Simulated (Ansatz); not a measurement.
# H5NSi2: the cost of one run

Method: RKS BLYP-D4/def2-SVP, in Ansatz 0.2.0.

## Step 1: The system as given

Bond lengths: N1–Si2 1.638 Å, N1–Si3 1.517 Å, N1–H4 0.978 Å, Si2–H5 1.488 Å, Si2–H6 1.485 Å, Si3–H7 1.540 Å, Si3–H8 1.470 Å. Angles: N1–Si2–H5 110.8°, N1–Si2–H6 110.3°, H5–Si2–H6 111.2°, Si2–N1–Si3 126.3°, Si2–N1–H4 107.1°, Si3–N1–H4 113.2°, N1–Si3–H7 112.1°, N1–Si3–H8 111.7°, H7–Si3–H8 107.3°.

Structure file:

```xyz
8

N    -0.4619   -0.2900   -0.6809
Si   -0.3271    1.3198   -0.4113
Si    0.2948   -1.3887    0.0411
H    -1.4145   -0.4850   -0.7890
H     1.0824    1.7677   -0.5761
H    -0.8432    1.6606    0.9385
H     1.8203   -1.1947   -0.0447
H    -0.0585   -1.4468    1.4665
```

## Step 2: Relaxing end A

input.yaml

```yaml
crystal:
  periodic: [false, false, false]
  atoms:
    - { symbol: "N", position_ang: [-0.4619, -0.29, -0.6809] }
    - { symbol: Si, position_ang: [-0.3271, 1.3198, -0.4113] }
    - { symbol: Si, position_ang: [0.2948, -1.3887, 0.0411] }
    - { symbol: H, position_ang: [-1.4145, -0.485, -0.789] }
    - { symbol: H, position_ang: [1.0824, 1.7677, -0.5761] }
    - { symbol: H, position_ang: [-0.8432, 1.6606, 0.9385] }
    - { symbol: H, position_ang: [1.8203, -1.1947, -0.0447] }
    - { symbol: H, position_ang: [-0.0585, -1.4468, 1.4665] }
basis:
  gaussian: { orbitals: def2-SVP }
hamiltonian:
  xc: blyp
  dispersion: d4
relax:
  f_tol: 0.015
  max_steps: 40
output:
  orbitals: {}
```

Launch:

```sh
$ ansatz run input.yaml --threads 1 --pin off --max-ram 2048MiB --backend cpu --events-out ev --progress --plain --runs-dir out
```

What time and memory should one allow on 1 thread of Intel Xeon Platinum 8375C at 2.90GHz (Ice Lake), shared host?

About 64 s, with a peak of 0.15 GiB.
